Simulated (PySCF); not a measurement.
C₃H₆O₂S.
Structure used (PBE0-D3(BJ)/def2-SVP), in Å, numbered top down from 1:
```
atom  x, y, z in Å
C1     1.7817    0.7715   -0.2256
O2     0.4426    0.3518   -0.0400
C3     0.1322   -0.9171   -0.2721
S4     1.1650   -2.0886   -0.7654
O5    -1.1490   -1.1498   -0.0568
C6    -2.0028   -0.0975    0.3642
H7     1.7980    1.8391    0.0243
H8     2.4568    0.2037    0.4310
H9     2.0945    0.6073   -1.2671
H10   -2.9960   -0.5481    0.4726
H11   -2.0355    0.7091   -0.3828
H12   -1.6724    0.3212    1.3258
```

Computed with core-valence-separated Tamm–Dancoff BHandHLYP/aug-pcX-1 (pcseg-1 on H, def2-SVPD on S) in PySCF, non-relativistic, gas phase, PBE0-D3(BJ)/def2-SVP geometry. BHandHLYP without relativity tends to put these K edges a few eV too low, so spacings mean more than positions.

The lowest roots of each edge with f over 0.003 (five at most, numbered afresh; weaker and dark ones are left out), with transition dipoles (au) in the frame of the coordinates:

```tsv
root	edge	E (eV)	μx	μy	μz
1	C	285.50	-0.0228	0.0254	-0.1083
2	C	286.77	-0.0747	-0.0402	0.0065
3	C	286.87	-0.0603	0.0558	0.0254
4	C	287.37	-0.0130	0.0159	0.0073
5	C	287.44	-0.0069	0.0074	-0.0314
6	O	532.71	0.0077	-0.0086	0.0369
7	O	532.86	-0.0081	0.0090	-0.0383
8	O	534.77	-0.0188	0.0374	0.0125
9	O	535.01	0.0342	0.0026	-0.0066
10	O	535.44	0.0281	0.0081	-0.0041
```

Q: What are the oscillator strengths?

A: f = (2/3) ΔE |μ|², with ΔE in hartree (27.2114 eV):

| root | ΔE (Eh) | \|μ\|² (au) | f | core hole on |
| --- | --- | --- | --- | --- |
| 1 | 10.4920 | 0.012894 | 0.090 | C3 |
| 2 | 10.5385 | 0.007238 | 0.051 | C1 |
| 3 | 10.5424 | 0.007395 | 0.052 | C6 |
| 4 | 10.5606 | 0.000475 | 0.003 | C1 |
| 5 | 10.5633 | 0.001088 | 0.008 | C6 |
| 6 | 19.5767 | 0.001495 | 0.020 | O5 |
| 7 | 19.5824 | 0.001614 | 0.021 | O2 |
| 8 | 19.6523 | 0.001908 | 0.025 | O5 |
| 9 | 19.6613 | 0.001220 | 0.016 | O2 |
| 10 | 19.6771 | 0.000872 | 0.011 | O2 |

Q: Molecules are fixed in this frame and the field points along z. What effective strengths 3 f cos²θ do the roots have (θ between field and μ)?

A: root 1 (C3): 0.246, root 2 (C1): 0.001, root 3 (C6): 0.014, root 4 (C1): 0.001, root 5 (C6): 0.021, root 6 (O5): 0.053, root 7 (O2): 0.057, root 8 (O5): 0.006, root 9 (O2): 0.002, root 10 (O2): 0.001. Root 1 is the strongest. Averaged over all orientations cos²θ is 1/3, which gives f back.

One conformer stands for the species.
